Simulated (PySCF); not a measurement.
**Working out the ionisation energy of F**

F [He] 2s2 2p5 (2P) → F⁺ [He] 2s2 2p4 (3P). Computed with PySCF 2.14 in aug-cc-pVTZ (5s4p3d2f, 46 functions), with the non-relativistic Hamiltonian (point nucleus). Frozen: 1s2. Energies in hartree (1 hartree = 27.21139 eV):

| part | F (lower) | F⁺ (upper) |
| --- | --- | --- |
| UHF | -99.406879 | -98.830877 |
| CCSD correlation | -0.216573 | -0.160288 |
| (T) | -0.004375 | -0.002200 |

Task: What does Hartree-Fock give?

Result: (-98.830877) − (-99.406879) = 0.576002 hartree = 15.674 eV.

Task: What do CCSD and CCSD(T) give?

Result: The CCSD correlation energies differ by 0.056285 hartree = 1.532 eV and the triples by 0.002175 hartree = 0.059 eV, so CCSD gives 17.206 eV and CCSD(T) 17.265 eV.

Measured between the centres of the two terms (NIST): 17.427 eV, so CCSD(T) (valence) is off by -0.162 eV.

What remains against the reference includes basis incompleteness, the frozen core and higher excitations.
